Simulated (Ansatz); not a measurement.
For chalcopyrite CdSnAs2, BLYP (Ansatz, a first-principles code, plane waves, PAW) gives:

- lattice parameter a: 6.342 Å
- c axis length: 12.476 Å
- bulk modulus B0: 38.8 GPa

Q: What does r²SCAN+rVV10 (plane waves, PAW; Ansatz) give for the same quantities?

A: 
- lattice constant a: 6.114 Å (falls by 3.6 %)
- lattice parameter c: 11.971 Å (shrinks by 4.0 %)
- bulk modulus: 57.7 GPa (goes up by 49 %)

Changes are worked out from the printed values.

Unless a cell is named, each level is at its own relaxed cell (BLYP 31.36, r²SCAN+rVV10 27.97 Å³/atom).

Caveats: the relaxation could not lower the start's symmetry, so the cell can be a saddle point above a distorted one (BLYP, r²SCAN+rVV10). Ansatz's density-functional and Hartree–Fock values are scalar-relativistic unless marked +SOC, with PAW data made under PBE.
